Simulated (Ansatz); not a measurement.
Input for Ansatz (development build ahead of 0.2.0):

```yaml
crystal:
  periodic: [false, false, false]
  atoms:
    - { symbol: P, position_ang: [0.0, 0.0, 0.0] }
    - { symbol: H, position_ang: [1.57926, 0.0, 0.0] }
    - { symbol: H, position_ang: [-1.73796, 0.0, 0.0] }
basis:
  gaussian: { orbitals: "6-31G" }
magnetization:
  initial_magnetization: 3
hamiltonian:
  xc: hf
correlation:
  method: fci
  frozen_orbitals: { H: 0, P: 5 }
```

The input is written out in the form of the current development build from the run's settings.

Results

```
Converged    : yes
Total energy : -341.77163 hartree
State        : lowest quartet root, of any spatial symmetry
```
